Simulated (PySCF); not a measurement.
Broadened absorption spectrum of C5H9F

Species: C5H9F.
SMILES: `C=C[C@H](F)CC`

Computed with PySCF, TDDFT wB97X-D/def2-SVPD, vertical, gas phase, core orbitals frozen in the response. Geometry: PBE0-D3(BJ)/def2-SVP, one conformer, isolated molecule. Torsions of this conformer, `[CH2:1]=[CH:2][C@H:3]([F:4])[CH2:5][CH3:6]`: C1–C2–C3–F4 4°, C2–C3–C5–C6 -179°.

Computed states:

```
state  E (eV)       f
   S1    7.50   0.430
   S2    7.62   0.088
   S3    8.10  0.0021
   S4    8.42   0.017
   S5    8.79   0.019
   S6    9.01  0.0083
```

Each state is given a Gaussian of 0.3 eV full width at half maximum, with ε(max) = 2.175×10⁸ f / Δν̃ (Δν̃ the width in cm⁻¹). The width is an assumption, not a result. The curve ends short of the highest state used, and states not computed would add to its high-energy end.

Question: What does the envelope look like, and where are its maxima?

Answer: 
(E (eV), ε (L mol⁻¹ cm⁻¹)): (7.05, 69), (7.09, 201), (7.13, 532), (7.17, 1275), (7.21, 2771), (7.25, 5464), (7.29, 9780), (7.33, 15898), (7.36, 21494), (7.40, 29574), (7.44, 37045), (7.48, 42303), (7.52, 44111), (7.56, 42081), (7.60, 36808), (7.64, 29588), (7.68, 21910), (7.71, 16593), (7.75, 10696), (7.79, 6384), (7.83, 3538), (7.87, 1835), (7.91, 913), (7.95, 469), (7.99, 289), (8.02, 243), (8.06, 239), (8.10, 270), (8.14, 330), (8.18, 432), (8.22, 592), (8.26, 814), (8.30, 1075), (8.34, 1328), (8.37, 1475), (8.41, 1572)

Maxima: 165 nm (7.52 eV), ε about 44000, made up of S1 (87%) and S2 (13%) (ε in L mol⁻¹ cm⁻¹; maxima over ε = 5, shares over 10%). At its high-energy end, 8.41 eV, the curve is still rising (ε about 1600, from S4).

Question: What would ε be at 7.52 eV, the highest of these maxima, with half the width (0.15 eV)?

Answer: About 79200 L mol⁻¹ cm⁻¹ against 44100, a factor of about 1.8; a lone state at its own centre would give exactly 2.

Time: 33 s (with the writing of density and orbital grids); peak memory 0.82 GiB. Hardware: one thread, Intel Xeon at 2.60 GHz (x86_64), on a shared host.
